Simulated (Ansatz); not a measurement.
A displaced shape of doublet SiH:

| atom | x (Å) | y (Å) | z (Å) |
| --- | --- | --- | --- |
| Si | 0.0089 | -0.0473 | -0.1162 |
| H | 0.0071 | 0.0494 | 1.4358 |

It was optimised with PBE0/def2-SVP in Ansatz (development build ahead of 0.2.0) to forces under 0.001 eV/Å, with unrestricted orbitals. Each step stands on the lowest determinant of that kind that the program's search found.

Problem. What shape does it relax to, and how does the optimisation go?

Solution.

```xyz
2

Si    0.0089   -0.0469   -0.1089
H     0.0072    0.0490    1.4285
```

Bond lengths: Si1–H2 1.540 Å.

```tsv
step	E − E(start) (eV)	largest force (eV/Å)
1	0.0000	0.2063
2	-0.0014	0.0457
3	-0.0015	0.0003
```

The optimisation ended after 3 steps with its threshold met.
